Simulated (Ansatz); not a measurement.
C₄H₅F, SMILES `CC#CCF` at its PBE0-D4/def2-TZVP geometry, where that method's forces vanish. Charge 0, multiplicity 1.

```xyz
10

C    -1.2853    0.3101    1.5815
C    -0.3986    0.0952    0.4563
C     0.3447   -0.0847   -0.4706
C     1.2279   -0.2995   -1.5997
F     2.5302   -0.5302   -1.1911
H    -1.7012    1.3203    1.5687
H    -0.7445    0.1805    2.5222
H    -2.1145   -0.4013    1.5702
H     1.2365    0.5773   -2.2550
H     0.9047   -1.1678   -2.1826
```

(1) What forces (eV/Å) does r2SCAN-D4/def2-TZVPP give on these atoms in Ansatz? (Estimate.)

Answers

(1) The calculation gave: 
```
C1   0.015 -0.003 -0.024
C2  -0.246  0.060  0.316
C3   0.252 -0.061 -0.318
C4  -0.412  0.075 -0.081
F5   0.388 -0.069  0.119
H6  -0.001 -0.012  0.012
H7  -0.016  0.004 -0.005
H8   0.005  0.011  0.012
H9   0.010  0.006 -0.016
H10  0.007 -0.011 -0.016
```
